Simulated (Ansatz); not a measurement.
## BH6PSi, SMILES BP[SiH3]: a geometry optimisation, step by step

Program: the Ansatz DFT code, driven from Python.

Interactive session:
```pycon
>>> import itertools
>>> import warnings
>>> import ansatz
>>> from ase import Atoms
>>> from ase.data import atomic_numbers, covalent_radii
>>> import numpy as np
>>> BASIS_SET = "def2-SVP"
>>> FUNCTIONAL = "r2SCAN"
>>> warnings.simplefilter("ignore", ansatz.DeckWarning)
>>> atoms = Atoms(["B", "P", "Si", "H", "H", "H", "H", "H", "H"], positions=[
...     [1.6153, -0.3127, -0.3746],
...     [0.5468, 1.1817, 0.2152],
...     [-1.3732, 0.1252, -0.0597],
...     [2.4598, -0.1477, -1.1832],
...     [1.4931, -1.3701, 0.1381],
...     [0.6614, 0.8479, 1.6243],
...     [-1.3083, -1.1968, 0.5817],
...     [-1.6409, -0.0379, -1.4963],
...     [-2.454, 0.9103, 0.5546],
... ])
>>> geometry = ansatz.Crystal.molecule_from_ase(atoms)
>>> base = (
...     geometry.calculation()
...     .basis(gaussian=BASIS_SET)
...     .functional(FUNCTIONAL)
... )
>>> symbols = [site.symbol for site in geometry.cartesian_sites]
>>> start = np.array([site.position_ang for site in geometry.cartesian_sites], dtype=float)
>>> def progress(event):
...     if event["event"] == "relax_step":
...         row = event["data"]
...         print(f"step {row['step']:3d}  E = {row['lagrangian_ev']:.6f} eV  largest force component {row['allowed_force_max_ev_ang']:.4f} eV/A")
...
>>> data = base.relax(force_tolerance=0.01, max_steps=100).session().plan().execute(on_event=progress).report
step   1  E = -17931.340419 eV  largest force component 0.8612 eV/A
step   2  E = -17931.429943 eV  largest force component 1.1971 eV/A
step   3  E = -17931.526696 eV  largest force component 0.4488 eV/A
step   4  E = -17931.627098 eV  largest force component 0.2893 eV/A
step   5  E = -17931.695854 eV  largest force component 0.4049 eV/A
step   6  E = -17931.765570 eV  largest force component 0.2990 eV/A
step   7  E = -17931.827418 eV  largest force component 0.2124 eV/A
step   8  E = -17931.853299 eV  largest force component 0.3983 eV/A
step   9  E = -17931.883939 eV  largest force component 0.2306 eV/A
step  10  E = -17931.821303 eV  largest force component 1.0712 eV/A
step  11  E = -17931.896790 eV  largest force component 0.1598 eV/A
step  12  E = -17931.908281 eV  largest force component 0.0884 eV/A
step  13  E = -17931.908616 eV  largest force component 0.2214 eV/A
step  14  E = -17931.913390 eV  largest force component 0.1570 eV/A
step  15  E = -17931.911108 eV  largest force component 0.1872 eV/A
step  16  E = -17931.915413 eV  largest force component 0.1003 eV/A
step  17  E = -17931.915546 eV  largest force component 0.1000 eV/A
step  18  E = -17931.917299 eV  largest force component 0.0373 eV/A
step  19  E = -17931.917371 eV  largest force component 0.0799 eV/A
step  20  E = -17931.917807 eV  largest force component 0.0195 eV/A
step  21  E = -17931.917793 eV  largest force component 0.0437 eV/A
step  22  E = -17931.917873 eV  largest force component 0.0071 eV/A
step  23  E = -17931.917896 eV  largest force component 0.0081 eV/A
>>> end = np.array(data["positions_ang"])
>>> print(f"E = {data['free_energy_ev']:.6f} eV = {data['free_energy_ev'] / 27.211386246:.7f} Ha")
E = -17931.917907 eV = -658.9858284 Ha
>>> print("converged:", data["converged"], " doubts:", data["published_state_doubts"] or "none")
converged: True  doubts: none
>>> # pairs closer than 1.2 times the sum of covalent radii, before or after
>>> radius = [covalent_radii[atomic_numbers[s]] for s in symbols]
>>> span = lambda where, i, j: np.linalg.norm(where[i] - where[j])
>>> bonded = [(i, j) for i, j in itertools.combinations(range(len(symbols)), 2) if min(span(start, i, j), span(end, i, j)) < 1.2 * (radius[i] + radius[j])]
>>> print("pair        before    after (A)")
pair        before    after (A)
>>> for i, j in bonded:
...     print(f"{symbols[i]}{i}-{symbols[j]}{j}".ljust(10), f"{span(start, i, j):8.4f} {span(end, i, j):8.4f}")
...
B0-P1        1.9295   1.8513
B0-H3        1.1808   1.2063
B0-H4        1.1815   1.2054
P1-Si2       2.2087   2.2452
P1-H5        1.4526   1.4206
Si2-H6       1.4708   1.4934
Si2-H7       1.4704   1.4909
Si2-H8       1.4703   1.4920
>>> charges = data["charge_distribution"]
>>> print("dipole moment", round(4.803205 * float(np.linalg.norm(charges["dipole_moment_e_ang"])), 3), "D")
dipole moment 1.052 D
>>> print("Mulliken:", [(s, round(q, 3)) for s, q in zip(symbols, charges["mulliken_charges_e"])])
Mulliken: [('B', -0.02), ('P', -0.185), ('Si', 0.301), ('H', 0.005), ('H', 0.006), ('H', 0.043), ('H', -0.053), ('H', -0.046), ('H', -0.051)]
>>> with open("bh6psi_opt.xyz", "w") as handle:
...     handle.write(f"{len(symbols)}\nrelaxed BH6PSi\n")
...     handle.writelines(f"{s:2s} {x:11.6f} {y:11.6f} {z:11.6f}\n" for s, (x, y, z) in zip(symbols, end))
...
17
```

File `bh6psi_opt.xyz` afterwards:
```text
9
relaxed BH6PSi
B     1.786804   -0.340795   -0.263263
P     0.549165    0.812838    0.488298
Si   -1.500037    0.144339   -0.139975
H     1.648037   -0.656493   -1.419268
H     2.778654   -0.644513    0.350632
H     0.594177    0.632222    1.896614
H    -1.858629   -1.219830    0.350659
H    -1.485234    0.156743   -1.630740
H    -2.512936    1.115389    0.367143
```

Notes:
- Total energies depend on the basis set; only differences at equal settings carry meaning.
- The end point is the stationary point reached from this start; no frequency run checks that it is a minimum, and the basis set is modest.
- Hardware and time: 95 s on 1 thread of Arm Neoverse V1 (shared host), peak memory 0.21 GiB.
